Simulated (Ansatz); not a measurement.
## A relaxation, step by step

BNH$_{3}$F, singlet, PBE0-D4/def2-TZVP (Ansatz 0.2.0). Settings:

```yaml
hamiltonian: {xc: pbe0, dispersion: d4}
relax: {f_tol: 0.005, max_steps: 200}
```

Start, a step off a saddle point along its unstable mode:

```json
{"atom": "B1", "x (Å)": "-0.4252", "y (Å)": "-0.0619", "z (Å)": "-0.6544"}
{"atom": "F2", "x (Å)": "0.5732", "y (Å)": "1.4393", "z (Å)": "0.8058"}
{"atom": "N3", "x (Å)": "0.0088", "y (Å)": "-0.9550", "z (Å)": "0.0699"}
{"atom": "H4", "x (Å)": "0.6516", "y (Å)": "0.6678", "z (Å)": "0.9726"}
{"atom": "H5", "x (Å)": "-0.8377", "y (Å)": "0.8594", "z (Å)": "-1.3486"}
{"atom": "H6", "x (Å)": "0.0293", "y (Å)": "-1.9496", "z (Å)": "0.1548"}
```

```
              step  energy less the last (meV)  largest force component (eV/Å)
                 1                      1121.2                          13.187
                 2                       195.4                           0.713
                 3                       164.4                           1.728
                 4                       110.7                           1.467
                 5                        40.2                           0.569
6 (rejected trial)                       102.1                           2.681
                 7                        31.6                           0.723
                 8                         7.4                           0.453
                 9                         1.0                           0.079
                10                         0.7                           0.087
                11                         0.0                           0.012
                12                         0.0                           0.003
```

Step 5, positions (Å) and forces (eV/Å):

```tsv
atom	x	y	z	Fx	Fy	Fz
B1	-0.598	-0.145	-0.919	-0.212	0.569	-0.362
F2	0.923	1.452	1.345	-0.114	-0.327	-0.153
N3	-0.075	-0.867	-0.067	0.170	-0.379	0.288
H4	0.631	0.653	0.944	0.093	0.230	0.123
H5	-1.040	0.641	-1.647	-0.155	0.182	-0.251
H6	0.159	-1.734	0.345	0.219	-0.275	0.354
```

Step 9, positions (Å) and forces (eV/Å):

```json
{"atom": "B1", "x": "-0.621", "y": "-0.115", "z": "-0.956", "Fx": "-0.027", "Fy": "0.005", "Fz": "-0.044"}
{"atom": "F2", "x": "0.971", "y": "1.281", "z": "1.434", "Fx": "0.027", "Fy": "0.074", "Fz": "0.037"}
{"atom": "N3", "x": "-0.090", "y": "-0.827", "z": "-0.093", "Fx": "-0.014", "Fy": "0.007", "Fz": "-0.022"}
{"atom": "H4", "x": "0.594", "y": "0.625", "z": "0.884", "Fx": "-0.007", "Fy": "-0.079", "Fz": "-0.004"}
{"atom": "H5", "x": "-1.101", "y": "0.608", "z": "-1.742", "Fx": "0.001", "Fy": "0.004", "Fz": "0.001"}
{"atom": "H6", "x": "0.247", "y": "-1.572", "z": "0.473", "Fx": "0.020", "Fy": "-0.012", "Fz": "0.032"}
```

Step 10, positions (Å) and forces (eV/Å):

| atom | x | y | z | Fx | Fy | Fz |
| --- | --- | --- | --- | --- | --- | --- |
| B1 | -0.625 | -0.118 | -0.963 | -0.026 | 0.023 | -0.043 |
| F2 | 0.978 | 1.278 | 1.444 | 0.033 | 0.081 | 0.047 |
| N3 | -0.091 | -0.822 | -0.094 | -0.002 | -0.012 | -0.003 |
| H4 | 0.599 | 0.627 | 0.891 | -0.020 | -0.087 | -0.025 |
| H5 | -1.107 | 0.600 | -1.751 | -0.006 | 0.010 | -0.010 |
| H6 | 0.247 | -1.565 | 0.472 | 0.021 | -0.015 | 0.034 |

Last step (12):

B1  (-0.628, -0.118, -0.967)
F2  (0.978, 1.286, 1.443)
N3  (-0.093, -0.822, -0.098)
H4  (0.606, 0.616, 0.905)
H5  (-1.111, 0.599, -1.756)
H6  (0.248, -1.562, 0.473)
(Å)

Hardware: 2 CPU threads of an Intel Xeon Platinum 8259CL, shared host. Wall time about 16 s.
